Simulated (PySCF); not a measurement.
Compound: C₃H₅N₃.
Atom-mapped SMILES: `[CH3:1][n:2]1[cH:3][cH:4][n:5][n:6]1` (hydrogens: H7, H8, H9 on C1; H10 on C3; H11 on C4)

Structure used (PBE0-D3(BJ)/def2-TZVP), in Å, numbered top down from 1:
```
atom  x, y, z in Å
C1    -1.374   -0.087    0.922
N2    -0.208   -0.199    0.086
C3     0.708    0.738   -0.226
C4     1.577    0.088   -1.061
N5     1.150   -1.187   -1.213
N6     0.072   -1.354   -0.519
H7    -1.094    0.224    1.930
H8    -2.081    0.631    0.503
H9    -1.837   -1.070    0.961
H10    0.669    1.742    0.159
H11    2.463    0.455   -1.552
```

Computed with PySCF at wB97X-D/pcSseg-2, non-relativistic, on one gas-phase PBE0-D3(BJ)/def2-TZVP geometry that isn't relaxed in the solvent. The solvent is an IEF-PCM continuum (van der Waals radii × 1.2). The model holds no explicit solvent molecules, cavitation or dispersion.

Gas phase at wB97X-D/pcSseg-2: HOMO -9.43 eV, LUMO 1.65 eV, dipole 4.75 D.

**Question.** What does the continuum do to the energy, the frontier levels and the dipole at wB97X-D/pcSseg-2 in chloroform?

**Answer.** 
```tsv
solvent	ε	E(solvent) − E(gas) (kcal/mol)	polarisation term (kcal/mol)	distortion of the solute (kcal/mol)	HOMO (eV)	LUMO (eV)	dipole (D)
chloroform	4.711	-6.60	-7.91	1.31	-9.48	1.64	5.94
```

The polarisation term is half the interaction of the solute with the surface charges that it induces; the rest is the cost of distorting the solute's density. The sum is the electrostatic part of solvation alone.

**Question.** Which radius a makes the point-dipole formula ΔE = −[(ε − 1)/(2ε + 1)]·μ²/a³ give the value in chloroform, with the gas-phase dipole?

**Answer.** μ = 1.868 au and |ΔE| = 0.01051 Eh give a = 2.60 Å; the farthest nucleus lies 2.94 Å from the centroid of the nuclei, so such a sphere wouldn't even hold the nuclei. The formula assumes a rigid point dipole at the centre of a sphere.

**Question.** Give the dipole vector in the frame of the coordinates (D, pointing from negative to positive charge), gas and chloroform.

**Answer.** Gas (-1.57, 3.78, 2.41), solvent (-1.88, 4.78, 2.98). Its length changes by +25 % and its direction by 1°.

wB97X-D is run here without its empirical dispersion term; that term would change no orbital, density or response property at a fixed geometry.
